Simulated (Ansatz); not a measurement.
# Cost against result

Saddle point of CH4FO, doublet (CH₂F ([CH2][F]) + H₂O → CH₃F ([CH3][F]) + OH; bonds formed: H1–C3; bonds broken: H1–O2), PBE0-D4/def2-TZVP structure:

H1  (-0.260, -0.423, -0.127)
O2  (-0.007, -1.818, -0.161)
C3  (-0.230, 0.741, -0.019)
F4  (0.989, 1.106, 0.465)
H5  (0.904, -1.777, 0.170)
H6  (-1.015, 1.015, 0.688)
H7  (-0.381, 1.156, -1.017)
(Å)

Barriers are electronic and count from the start structure reached by relaxing down the imaginary mode. Spin–orbit coupling is left out.

Computed with Ansatz 0.2.0 (basis: as named in each row); correlated methods freeze the cores; orbitals are unrestricted. B3LYP uses VWN-RPA correlation. Extrapolation: Hartree–Fock as exp(−7.88 √X), correlation as X^−2.97.

Times are rough, for one single point on 2 threads of a shared host (Intel Xeon 6975P-C).

The estimate by CCSD(T) at an estimated basis limit (MP2 extrapolated from triple and quadruple zeta, plus CCSD(T) − MP2 in triple zeta) is 23.43 kcal/mol.

| method | basis | time (s) | barrier (kcal/mol) | method less estimate |
| --- | --- | --- | --- | --- |
| HF | STO-3G | under 1 | -6.05 | -29.48 |
| SPW92 | def2-SVP | under 1 | 10.25 | -13.18 |
| PBE-D4 | STO-3G | under 1 | -11.00 | -34.43 |
| B3LYP-D4 | 6-31G | under 1 | 6.88 | -16.54 |
| SPW92 | def2-TZVPP | under 1 | 12.43 | -10.99 |
| PBE-D4 | def2-SVP | 1 | 11.86 | -11.56 |
| PBE0-D4 | def2-SVP | 1 | 15.71 | -7.72 |
| BLYP-D4 | def2-TZVPP | 2 | 13.78 | -9.64 |
| PBE-D4 | def2-TZVPP | 2 | 14.27 | -9.16 |
| B3LYP-D4 | def2-TZVPP | 3 | 16.99 | -6.43 |
| PBE0-D4 | def2-TZVPP | 3 | 18.10 | -5.32 |
| r2SCAN-D4 | def2-TZVPP | 3 | 17.01 | -6.41 |
| PBE-QIDH | def2-TZVPP | 3 | 22.57 | -0.85 |
| CAM-B3LYP-D4 | def2-TZVPP | 4 | 19.11 | -4.32 |
| CCSD(T) | def2-SVP | 4 | 20.26 | -3.17 |
| r2SCAN0-D4 | def2-TZVPP | 4 | 19.60 | -3.82 |
| B2PLYP | def2-TZVPP | 4 | 20.65 | -2.78 |
| wB97M-V | def2-SVP | 4 | 18.10 | -5.32 |
| BHLYP-D4 | def2-TZVPP | 4 | 19.37 | -4.06 |
| RPA on PBE | def2-TZVPP | 6 | 19.08 | -4.35 |
| B97M-V | def2-TZVPP | 7 | 16.18 | -7.25 |
| wB97X-V | def2-TZVPP | 12 | 19.15 | -4.27 |
| wB97M-V | def2-TZVPP | 12 | 20.43 | -3.00 |
| MP2 | def2-QZVPP | 22 | 29.22 | 5.79 |
| CCSD(T) | def2-TZVPP | 40 | 22.08 | -1.35 |

All methods are single points on the PBE0-D4 structures; a negative value means that the method puts the saddle structure below the start.

The T1 diagnostic stays at or below 0.022. ⟨S²⟩ of the unrestricted Hartree–Fock references: 0.75 to 0.77 (a pure state has 0.75).

Labels in which every atom is bracketed show which atoms are joined, not bond orders.
